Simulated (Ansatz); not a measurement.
**CHFSi+ (quartet): from Hartree-Fock to the top rungs, def2-QZVPP**

One table from this session's results is given with a row withheld; the runs are named, their logs left out.

Computed with Ansatz 0.2.0, Gaussian basis. Level: def2-QZVPP, core rule «outside noble gas», up to 7 orbitals frozen.

Plan: UHF; ROHF; CCSD(T) on UHF.

2 further runs of the same task are left out: 2 set aside as unsound or not needed.

### The system

The geometry is a PBE0/def2-TZVP stationary point (not a proven minimum) of the parent state, kept for this charge and spin.

4 atoms, charge 1, spin multiplicity 4.

Atoms are counted from 1 here; the program's logs count them from 0.

Bond lengths: F1–C2 1.331 Å, C2–Si3 1.857 Å, C2–H4 1.094 Å. Angles: F1–C2–Si3 123.4°, F1–C2–H4 109.0°, Si3–C2–H4 127.6°.

As a file:

```xyz
4
charge 1, multiplicity 4
F     0.0000   -0.3007    1.5334
C     0.0000    0.5190    0.4846
Si    0.0000   -0.0743   -1.2746
H     0.0000    1.5537    0.8407
```

The first run:

The input, in.yaml:

```yaml
crystal:
  periodic: [false, false, false]
  atoms:
    - {symbol: F, position_ang: [0.000000, -0.300700, 1.533384]}
    - {symbol: C, position_ang: [0.000000, 0.518965, 0.484561]}
    - {symbol: Si, position_ang: [0.000000, -0.074287, -1.274648]}
    - {symbol: H, position_ang: [0.000000, 1.553738, 0.840684]}
basis:
  gaussian: {orbitals: "def2-QZVPP.json"}
total_charge: 1
magnetization: {spin_polarized: true, initial_magnetization: 3}
hamiltonian: {xc: hf}
output: {orbitals: {seedname: orbitals}}
```

Started as:

```bash
ansatz run in.yaml --threads 1 --pin off --events-out ev --progress --plain --max-ram 2393MiB
```

Among the steps run: UHF; ROHF; CCSD(T) on UHF.

One of the session's tables, all rows but one given; the rest of the session is left out.

It belongs to the step «Misses and costs». 

| method | from UCCSD(T) (kcal/mol) |
| --- | --- |
| ROHF | +322.33 |
| UHF | +319.84 |
| UMP2 | ? |
| UCCSD | +13.65 |
| UCCSD(T) | 0 |

Q: Estimate the row for UMP2 from the others.

**Answer.** from UCCSD(T) (kcal/mol): +24.93. In the column «from UCCSD(T) (kcal/mol)» it lies between UCCSD (+13.65) and UHF (+319.84).
